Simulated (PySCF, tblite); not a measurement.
**Al3+, fluoride and water**

A gas-phase complex of Al3+, fluoride and water; charge +2, singlet. The structure comes from a short search (4 tight-binding starts) and was relaxed by PBE0-D3(BJ)/def2-SVPD; another way of binding may lie lower. Frequencies by PBE0-D3(BJ)/def2-SVPD show no clear imaginary mode.

| part | name | SMILES | atoms | charge | multiplicity |
| --- | --- | --- | --- | --- | --- |
| 1 | Al3+ | [Al+3] | 1 | +3 | 1 |
| 2 | fluoride | [F-] | 2 | -1 | 1 |
| 3 | water | O | 3–5 | 0 | 1 |

```xyz
5

Al    0.551    0.288   -0.179
F     0.695   -0.893    0.891
O     0.395    1.612   -1.369
H    -0.261    1.658   -2.114
H     0.949    2.436   -1.407
```
(Å; atoms numbered from 1)

Contacts between parts, classed by geometry: Al1···F2 1.600 Å (bond); Al1···O3 1.788 Å (bond).

The parts are joined by the bonds Al1–F2 and Al1–O3, so these are energies of forming such bonds; deforming the relaxed parts to their shape in the adduct costs 1.4 kcal/mol, which the interaction energies leave out.

Interaction energies are complex less parts, with the parts frozen as they stand in it; counterpoise-corrected, in kcal/mol (PySCF).

Q: Give the interaction energy at each level run.

A: 
```csv
level,interaction,superposition error removed
wB97M-D3(BJ)/def2-TZVPD,-795.90,-0.18
PBE0-D3(BJ)/def2-TZVPD,-800.91,-0.21
RI-MP2/aug-cc-pVTZ,-779.21,-1.33
```

Q: What holds them together? Decompose the wB97M-D3(BJ)/def2-TZVPD energy: frozen parts, their antisymmetrised product, then relaxation.

A: electrostatic -693.9, Pauli repulsion +133.8, orbital relaxation -234.8, dispersion correction -1.3 kcal/mol, which sum to the value before the counterpoise correction; the Pauli term holds the exchange-correlation of the frozen density too. Of the attraction, 75 % is electrostatic, 25 % is orbital relaxation, 0 % is dispersion correction.

Q: Are the pair energies additive?

A: The pairs sum to -854.59 kcal/mol (1–2 -659.3, 1–3 -204.0, 2–3 8.7); the rest of +58.70 is a many-body weakening.

The parts were also relaxed and run alone, at the levels used for the complex: shieldings by PBE0/aug-pcSseg-2.

Q: How do these values change when the complex forms?

A: 
```json
{"property": "shielding of Al1 (ppm)", "alone": "766.2", "in the complex": "547.9", "change": "-218.3"}
{"property": "shielding of F2 (ppm)", "alone": "479.9", "in the complex": "356.2", "change": "-123.7"}
{"property": "shielding of O3 (ppm)", "alone": "327.6", "in the complex": "315.8", "change": "-11.8"}
```

Multiply charged ions in the gas phase bind far more strongly than in solution.

The 5 runs behind this took 2 min in all, one thread each of Arm Neoverse V1 on a shared host, launched as `OMP_NUM_THREADS=1 python cluster_run.py task.json out`.
